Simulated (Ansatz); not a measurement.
`FCC(F)F` from Hartree–Fock to CCSD(T)

Z-matrix (Å, degrees):
```
C
C 1 1.507
F 1 1.367 2 110.8
H 1 1.094 2 109.0 3 -120.1
H 1 1.094 2 109.0 3 120.1
F 2 1.353 1 110.6 3 59.6
F 2 1.353 1 110.6 3 -59.6
H 2 1.097 1 111.0 3 -180.0
```

Charge 0, multiplicity 1. The structure was optimised at the PBE0-D4/def2-TZVP level. It is one conformer, not always the lowest. Frozen core, restricted reference, Ansatz 0.2.0. CBS rows extrapolate triple and quadruple zeta; past MP2 they add the triple-zeta difference.

```tsv
basis	HF (Eh)	MP2 corr.
def2-TZVPP	-375.95485	-1.07647
def2-QZVPP	-375.97140	-1.17146
```

(1) Estimate the CCSD correlation energy and the (T) correction in each basis where they were run (hartree).

Results:

(1) 
| basis | CCSD corr. | (T) |
| --- | --- | --- |
| def2-TZVPP | -1.09567 | -0.03463 |
| CBS(def2) | -1.26103 | as TZ |
